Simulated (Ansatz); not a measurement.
# CHS+ (SMILES [CH+]=S): functionals against CCSD(T) at one geometry

An exercise on one series of results from a longer session: the logs are not shown, and one member is left open.

Computed with Ansatz 0.2.0, Gaussian basis. Level: single points in def2-TZVPP.

Correlated methods freeze the cores.

### The starting structure

3 atoms, charge 1, spin multiplicity 1.

Atoms are counted from 1 here; the program's logs count them from 0.

Bond lengths: C1–S2 1.513 Å, C1–H3 1.044 Å. Angles: S2–C1–H3 178.3°.

Geometry (Å):

```xyz
3
charge 1, multiplicity 1
C    -0.1285   -0.0031   -0.0796
S     1.2098   -0.1845    0.6019
H    -1.0518    0.1514   -0.5410
```

Set-up of the first run:

run/in.yaml

```yaml
crystal:
  periodic: [false, false, false]
  atoms:
    - {symbol: C, position_ang: [-0.128500, -0.003100, -0.079600]}
    - {symbol: S, position_ang: [1.209800, -0.184500, 0.601900]}
    - {symbol: H, position_ang: [-1.051800, 0.151400, -0.541000]}
basis:
  gaussian: {orbitals: def2-TZVPP}
total_charge: 1
correlation: {method: ccsd_t}
output: {forces: true}
```

The command line of these runs was not kept.

Among the steps run: CCSD(T)/def2-TZVPP; PBE0-D4/def2-TZVPP; wB97M-V/def2-TZVPP; r2SCAN-D4/def2-TZVPP; PBE-D4/def2-TZVPP; B97M-V/def2-TZVPP; revPBE-D4/def2-TZVPP.

One of the session's tables, all rows but one given; the rest of the session is left out.

| method | RMS force component (eV/Å) | angle to CCSD(T) forces (°) |
| --- | --- | --- |
| CCSD(T) | 1.409 | reference |
| PBE0-D4 | 1.971 | 6.9 |
| wB97M-V | 2.078 | 9.3 |
| r2SCAN-D4 | 1.778 | 5.1 |
| PBE-D4 | 1.559 | 2.4 |
| B97M-V | 1.815 | 9.5 |
| revPBE-D4 | ? | ? |

Q: Estimate the row for revPBE-D4 from the others.

The run gave: RMS force component (eV/Å): 1.465; angle to CCSD(T) forces (°): 4.4. In the column «RMS force component (eV/Å)» it lies between CCSD(T) (1.409) and PBE-D4 (1.559).
